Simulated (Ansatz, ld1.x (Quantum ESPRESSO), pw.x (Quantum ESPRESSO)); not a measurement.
Ir (Z = 77) (diamond): variants of one TM potential in the solid

ld1.x (Quantum ESPRESSO) 7.5 input, shortened:

```
&input
   title='Ir', zed=77., rel=1, dft='PBESOL', iswitch=3,
   config='[Xe] 4f14 5d7 6s2 6p0'
 /
 &inputp
   pseudotype=2, tm=.true., lloc=0,
   nlcc=.false.
 /
3
6P  2  1   0.00   0.00  2.55  2.55  0.0
5D  3  2   7.00   0.00  1.80  1.80  0.0
6S  1  0   2.00   0.00  2.25  2.25  0.0
 &test
   configts(1)='5d7 6s2 6p0'
 /
```

Crystal test: diamond Ir in pw.x 7.5, no spin, 8³ k-points, Fermi–Dirac smearing 0.01 Ry, cutoffs set for each file from its atomic test. The reference is all-electron LAPW (Ansatz 0.2.0) with the same functional, mesh and smearing; V0 and B0 come from Birch–Murnaghan fits to the pressures at five volumes. Errors are pseudo minus all-electron; Δ is the rms difference of the E(V) curves that follow from these fits, minima aligned, over ±6 % about the mean V0. Mesh and smearing are coarse, so the numbers serve the comparison and aren't converged zero-temperature values; the lattice is a test structure that the element need not adopt.

All-electron: a0 = 5.508 Å (V0 = 20.89 Å³/atom), B0 = 204.5 GPa.

Base: The largest radius (2.55 bohr) exceeds half the bond length (2.25 bohr), so the spheres overlap, which is one possible source of error among others. This is a poor potential for the solid.

1 further variants are left out: they gave no file fit for a test, a broken result, the same result as the base, or pressures whose basis-set error rivals the error shown.

```tsv
change	cutoffs (Ry)	pw.x	a0 (Å)	a0 error (%)	B0 error (%)	Δ (meV/atom)	mean pressure error (GPa)
base	60/240	converged	5.588	+1.46	-6.6	40.1	+9.30
all radii scaled by about 0.92 (s 2.06, p 2.34, d 1.64 bohr)	75/300	converged	5.587	+1.43	-6.2	39.3	+9.13
all radii scaled by about 1.10 (s 2.46, p 2.80, d 1.98 bohr)	55/220	converged	5.585	+1.40	-6.8	38.4	+8.88
all radii scaled by about 1.25 (s 2.80, p 3.18, d 2.24 bohr)	55/220	converged	5.558	+0.90	-5.2	24.9	+5.63
```

Give the row for: all radii scaled by about 1.35 (s 3.04, p 3.46, d 2.44 bohr).

pw.x: converged; mean pressure error (GPa): +0.76; a0 (Å): 5.515; a0 error (%): +0.13; B0 error (%): -3.3; Δ (meV/atom): 3.6.
